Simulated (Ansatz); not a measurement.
# AlBH2: the cost of one run

Program: Ansatz 0.2.0, Gaussian basis. Level of theory: def2-QZVPP, core rule «outside noble gas», up to 6 orbitals frozen. These are calculated values, not measurements.

To be run: UHF; ROHF; CCSD(T) on UHF.

2 further runs of the same task are left out: 2 set aside as unsound or not needed.

**1. What is computed**

The geometry is a PBE0/def2-TZVP stationary point (not a proven minimum) of the parent state, kept for this charge and spin.

4 atoms, charge 0, spin multiplicity 3.

Atoms are counted from 1 here; the program's logs count them from 0.

Bond lengths: B1–Al2 2.320 Å, Al2–H3 1.598 Å, Al2–H4 1.598 Å. Angles: B1–Al2–H3 121.2°, B1–Al2–H4 121.2°, H3–Al2–H4 117.7°.

Geometry (Å):

```xyz
4

B     0.00000    0.00000    1.73155
Al    0.00000    0.00000   -0.58809
H     0.00000   -1.36711   -1.41480
H     0.00000    1.36711   -1.41480
```

**2. UHF**

Input file in.yaml:

```yaml
crystal:
  periodic: [false, false, false]
  atoms:
    - {symbol: B, position_ang: [0.000000, 0.000000, 1.731547]}
    - {symbol: Al, position_ang: [0.000000, 0.000000, -0.588094]}
    - {symbol: H, position_ang: [0.000000, -1.367107, -1.414802]}
    - {symbol: H, position_ang: [0.000000, 1.367107, -1.414802]}
basis:
  gaussian: {orbitals: "def2-QZVPP.json"}
magnetization: {spin_polarized: true, initial_magnetization: 2}
hamiltonian: {xc: hf}
output: {orbitals: {seedname: orbitals}}
```

Started as:

```
$ ansatz run in.yaml --threads 1 --pin off --events-out ev --progress --plain --max-ram 2393MiB
```

What time and memory should one allow on 1 thread of AMD EPYC 7B13, shared host?

About 9 s, with a peak of 0.38 GiB.
